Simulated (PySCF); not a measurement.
B2H5N.
Structure used (PBE0-D3(BJ)/def2-SVP), in Å, numbered top down from 1:
```
atom  x, y, z in Å
B1     1.035    0.122    0.760
N2     0.078   -0.439   -0.125
B3    -1.212    0.083   -0.408
H4     2.099   -0.431    0.911
H5     0.762    1.142    1.345
H6     0.340   -1.298   -0.600
H7    -1.931   -0.503   -1.184
H8    -1.562    1.101    0.135
```

Method used: core-valence-separated Tamm–Dancoff BHandHLYP/aug-pcX-1 (pcseg-1 on H) in PySCF, non-relativistic, gas phase, PBE0-D3(BJ)/def2-SVP geometry. No shift to experiment was applied.

The lowest roots of each edge with f over 0.003 (five at most, numbered afresh; weaker and dark ones are left out), with transition dipoles (au) in the frame of the coordinates:

| root | edge | E (eV) | f | μx | μy | μz |
| --- | --- | --- | --- | --- | --- | --- |
| 1 | N | 398.51 | 0.0426 | -0.0253 | -0.0353 | 0.0498 |
| 2 | N | 399.76 | 0.0175 | -0.0109 | 0.0357 | 0.0198 |
| 3 | N | 402.30 | 0.0035 | 0.0049 | -0.0159 | -0.0089 |
| 4 | B | 186.33 | 0.1671 | 0.0732 | 0.1021 | -0.1443 |
| 5 | B | 190.86 | 0.0031 | -0.0179 | 0.0180 | 0.0035 |
| 6 | B | 190.86 | 0.0168 | -0.0517 | -0.0052 | -0.0299 |
| 7 | B | 191.50 | 0.0108 | 0.0084 | -0.0405 | -0.0244 |
| 8 | B | 191.85 | 0.0034 | 0.0224 | -0.0145 | 0.0011 |

Task: What is the unit vector of the normal of the molecular plane, and which share of each root's |μ|² lies along it?

Result: (-0.38, -0.53, 0.75), up to sign.

```
root  core hole on  share along it  final orbital under reflection in the plane
   1            N2            1.00                                          odd
   2            N2            0.00                                         even
   3            N2            0.00                                         even
   4         B1/B3            1.00                                          odd
   5         B1/B3            0.00                                         even
   6         B1/B3            0.00                                         even
   7         B1/B3            0.00                                         even
   8         B1/B3            0.00                                         even
```

The 1s orbitals of atoms in the plane are even under the reflection, so light polarised along the normal reaches odd orbitals alone (the out-of-plane π set) and light polarised in the plane even ones.

Task: For fixed molecules, how does the intensity of root 1 change when the electric field is turned 70° away from the normal of the molecular plane?

Result: Intensity goes as (E·μ)², and μ lies along that direction, so it falls to cos²70° = 0.12 of its maximum; it vanishes at 90°.

Task: Molecules are fixed in this frame and the field points along y. What effective strengths 3 f cos²θ do the roots have (θ between field and μ)?

Result: root 1 (N2): 0.036, root 2 (N2): 0.037, root 3 (N2): 0.007, root 4 (B1/B3): 0.143, root 5 (B1/B3): 0.005, root 6 (B1/B3): 0.000, root 7 (B1/B3): 0.023, root 8 (B1/B3): 0.003. Root 4 is the strongest. Averaged over all orientations cos²θ is 1/3, which gives f back. For degenerate partners only the sum has meaning, as the program may mix them freely.

